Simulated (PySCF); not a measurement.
## input.py for NO⁺

The script input.py:

```python
from pyscf import gto, scf
from pyscf.prop.polarizability import rhf as pol

mol = gto.M(
    atom='N 0 0 0; O 0 0 1.098',
    basis='jorge-dzp',
    charge=1,
    spin=0,
    verbose=3,
)
mf = scf.RHF(mol)
mf.kernel()
print('polarizability (a.u.)')
print(pol.Polarizability(mf).polarizability().round(4))
mf.dip_moment()
print('orbital energies (hartree):', mf.mo_energy[..., max(0, mol.nelec[1]-3):mol.nelec[0]+3].round(4))
```

```bash
$ python input.py
```

The log:

```
converged SCF energy = -128.926396008767
polarizability (a.u.)
[[ 4.1489 -0.      0.    ]
 [-0.      4.1489 -0.    ]
 [ 0.     -0.      9.8043]]

WARN: System has nonzero charge 1; the dipole moment is origin-dependent.
Location of origin: [0. 0. 0.]

Dipole moment(X, Y, Z, Debye): -0.00000,  0.00000,  2.00413
orbital energies (hartree): [-1.1347 -1.1302 -1.1302 -0.3017 -0.3017  0.1233]
```

In short: E(SCF) = -128.926396 Eh, α(xx, yy, zz) = 4.1, 4.1, 9.8 bohr³.

Wall time 0.68 s on one thread of a shared host.

Stability towards an unrestricted solution was not tested. The bond length is a typed value, not an optimised one. The dipole of an ion depends on the origin.
